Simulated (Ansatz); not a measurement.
A nudged elastic band was laid between two geometries of H2S + H4OSi (9 atoms, charge 0, multiplicity 1).

These are results of Ansatz 0.2.0, RKS r2SCAN-D4/def2-SVP, not measurements.

- movable images: 9
- climbing image: yes
- spring: 5.0 eV/Å²
- optimiser: quadratic models (default)
- start path: through a guess of the saddle point
- force threshold: 0.05 eV/Å
- iteration limit: 60
- end points: relaxed

First end point:

```xyz
9
Properties=species:S:1:pos:R:3
Si -0.192 0.271 -0.030
O -0.151 0.020 1.631
H -0.993 0.092 2.097
H 1.215 0.431 -0.471
H -0.968 1.515 -0.334
H -0.842 -0.864 -0.753
S 1.757 -2.728 1.222
H 0.600 -3.411 1.088
H 1.121 -1.682 1.805
```

Last end point:

```xyz
9
Properties=species:S:1:pos:R:3
Si 0.449 -0.336 -0.496
O -0.442 -1.036 2.533
H -1.335 -0.897 2.188
H 0.874 -0.003 -1.885
H 0.785 0.822 0.390
H -1.039 -0.499 -0.481
S 1.487 -2.128 0.035
H 0.896 -2.139 1.258
H -0.127 -0.139 2.712
```

(1) What changes between the two ends?

(2) What energy profile does the band end with?

(3) What is the geometry of the highest image?

The band took 38 iterations and of the order of 24 core-minutes.

Results:

(1) Bonds broken: Si1–O2, S7–H9. Bonds formed: Si1–S7, O2–H9. H2S + H4OSi becomes H2O + H4SSi.

(2) It converged. The highest image is number 3 of 0 to 10, 26.2 kcal/mol above the first end and 23.1 kcal/mol above the last; the last end lies 3.2 kcal/mol above the first. Beside the main top the profile has a ripple of under 15 meV (maxima at images 1, 3), which may be a very shallow well or noise. A vibrational analysis at the climbing image gives one clearly imaginary mode, 228i cm⁻¹: a first-order saddle point. The orbitals stay closed-shell, which can raise the energy where a bond breaks towards radicals; this wasn't checked here.

```tsv
image	path coordinate (Å)	energy (kcal/mol)	Si1–O2 (Å)	S7–H9 (Å)	Si1–S7 (Å)
0	0.00	0.0	1.68	1.36	3.79
1	1.46	0.3	1.68	1.36	4.34
2	2.92	0.0	1.68	1.36	3.63
3	4.38	26.2	1.91	1.91	2.51
4	5.05	22.6	2.38	2.21	2.27
5	5.72	11.6	2.97	2.34	2.19
6	6.39	6.3	3.31	2.53	2.16
7	7.07	4.9	3.25	2.72	2.16
8	7.74	4.0	3.20	3.05	2.15
9	8.42	3.4	3.22	3.43	2.14
10	9.09	3.2	3.23	3.70	2.14
```

(3) 
```xyz
9
Properties=species:S:1:pos:R:3:forces:R:3
Si 0.042 -0.255 -0.054 0.00 -0.01 0.01
O -0.330 -0.411 1.817 0.02 0.01 0.01
H -0.402 0.401 2.349 -0.01 0.00 0.00
H 1.300 0.412 -0.493 0.01 0.00 0.00
H -0.920 0.920 -0.021 0.00 0.00 0.00
H -0.638 -1.181 -1.001 0.00 0.00 0.00
S 1.495 -2.112 0.807 0.00 0.00 0.00
H 0.535 -3.065 0.814 0.00 0.00 0.00
H 0.466 -1.065 2.036 -0.01 0.00 -0.01
```

The run took 12 min on 2 threads of Arm Neoverse V1, with other jobs on the host, peak memory 0.16 GiB.
